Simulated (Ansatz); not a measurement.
Working through the interaction energy of a dimer with the counterpoise correction of CH2S2, SMILES C1SS1

Program: the Ansatz DFT code, driven from Python.

Notebook, run cell by cell (the value of a cell's last expression is shown):

In [1]:
```python
import ansatz as az
```

In [2]:
```python
BASIS = "def2-SVP"
XC = "pbe"
DISPERSION = "d3bj"
```

In [3]:
```python
FIRST = [
    ("C", (-0.0251, 0.171, -0.204)),
    ("S", (0.231, 0.0485, 1.457)),
    ("S", (0.0817, -1.458, 0.0547)),
    ("H", (-0.9957, 0.5552, -0.4904)),
    ("H", (0.7081, 0.6835, -0.8172)),
]
SECOND = [
    ("C", (1.3506, -5.2645, -2.5737)),
    ("S", (0.009, -5.6683, -1.6375)),
    ("S", (0.7606, -3.7995, -2.086)),
    ("H", (2.3046, -5.5663, -2.1608)),
    ("H", (1.3646, -5.5338, -3.6242)),
]
```

In [4]:
```python
def energy(atoms, ghosts=()):
    molecule = az.Crystal.molecule()
    for symbol, xyz in atoms:
        molecule = molecule.atom(symbol, xyz)
    calc = (
        molecule.calculation()
        .basis(gaussian=BASIS)
        .functional(XC, dispersion=DISPERSION)
    )
    deck = calc.input()
    if ghosts:
        deck = deck.set(az.key.basis.gaussian.ghost_atoms, [{"symbol": s, "position_ang": list(xyz)} for s, xyz in ghosts])
    return az.Session.from_dict(deck).plan().execute().report["free_energy_ev"]
```

In [5]:
```python
# ghost atoms carry the functions of the partner
both = energy(FIRST + SECOND)
alone = energy(FIRST) + energy(SECOND)
ghosted = energy(FIRST, SECOND) + energy(SECOND, FIRST)
print(f"dimer {both:.6f} eV")
print(f"interaction, uncorrected   {(both - alone):8.3f} eV")
print(f"interaction, counterpoise  {(both - ghosted):8.3f} eV")
print(f"basis-set superposition    {(alone - ghosted):8.3f} eV")
```
```text
dimer -45441.595017 eV
interaction, uncorrected     -0.043 eV
interaction, counterpoise    -0.011 eV
basis-set superposition       0.032 eV
```

Uncorrected it is -0.043 eV, with the counterpoise correction -0.011 eV; the difference, 0.032 eV, is the superposition error.

Total energies depend on the basis set; only differences at equal settings carry meaning. The dimer is a generated trial pose of unrelaxed monomers, not a minimum, so the figure is no binding energy, and the basis set is small. Hardware and time: 9.1 s on 1 thread of Arm Neoverse V2 (shared host), peak memory 0.22 GiB.
